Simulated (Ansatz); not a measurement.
# ClF+ (doublet): the correlation ladder, def2-TZVPP

An exercise on one series of results from a longer session: the logs are not shown, and one member is left open.

The runs use Ansatz 0.2.0, Gaussian basis; def2-TZVPP, core rule «outside noble gas», up to 6 orbitals frozen.

To be run: UHF; ROHF; CCSD(T) on UHF.

2 further runs of the same task are left out: 2 set aside as unsound or not needed.

### The geometry

The geometry is a PBE0/def2-TZVP stationary point (not a proven minimum) of the parent state, kept for this charge and spin.

2 atoms, charge 1, spin multiplicity 2.

Atoms are counted from 1 here; the program's logs count them from 0.

Bond lengths: F1–Cl2 1.620 Å.

Set-up of the first run:

Input file in.yaml:

```yaml
crystal:
  periodic: [false, false, false]
  atoms:
    - {symbol: F, position_ang: [0.000000, 0.000000, 0.000000]}
    - {symbol: Cl, position_ang: [0.000000, 0.000000, 1.619700]}
basis:
  gaussian: {orbitals: def2-TZVPP}
total_charge: 1
magnetization: {spin_polarized: true, initial_magnetization: 1}
hamiltonian: {xc: hf}
output: {orbitals: {seedname: orbitals}}
```

Started as:

```sh
$ ansatz run in.yaml --threads 1 --pin off --events-out ev --progress --plain --max-ram 2816MiB --backend cpu
```

Among the steps run: UHF; ROHF; CCSD(T) on UHF.

One table of the session follows, with a row left open; its other results are not shown here.

It belongs to the step «Misses and costs». 

| method | from UCCSD(T) (kJ/mol) |
| --- | --- |
| ROHF | +1219.1 |
| UHF | +1201.5 |
| UMP2 | +109.2 |
| UCCSD | ? |
| UCCSD(T) | 0 |

Q: Estimate the row for UCCSD from the others.

As computed: from UCCSD(T) (kJ/mol): +48.0. In the column «from UCCSD(T) (kJ/mol)» it lies between UCCSD(T) (0) and UMP2 (+109.2).
